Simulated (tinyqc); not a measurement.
Worked calculation: Pariser-Parr-Pople SCF with singles CI, for the molecule [CH2+]C=CC=O (SMILES; centres numbered as the heavy atoms are written). One step of it, computed by the program tinyqc.

Question. Iteration 1: orbitals and new P. Diagonalise F (the basis is taken as orthonormal) and form P = 2 sum c c over the lowest orbitals.

F (eV), lower triangle:
```
           1C          2C          3C          4C          5O
1C  -9.596504
2C  -4.736496  -10.208357
3C  -0.665698   -4.198089  -10.117953
4C   0.290535    0.000000   -4.143691  -10.227048
5O   0.396952    0.317549   -0.670515   -5.084469  -14.713713
```

pi electrons, sum of z_r less the charge = 4

Give: orbital energies; P after iteration 1.

Answer.

orbital energies (eV): -19.2433  -16.4930  -10.1091  -5.7768  -3.2414

P after iteration 1, lower triangle:
```
         1C       2C      3C      4C      5O
1C   0.5389
2C   0.7050   0.9421
3C   0.4499   0.6569  0.6109
4C  -0.0121   0.0992  0.3860  0.6671
5O  -0.2963  -0.2414  0.2562  0.8545  1.2410
```
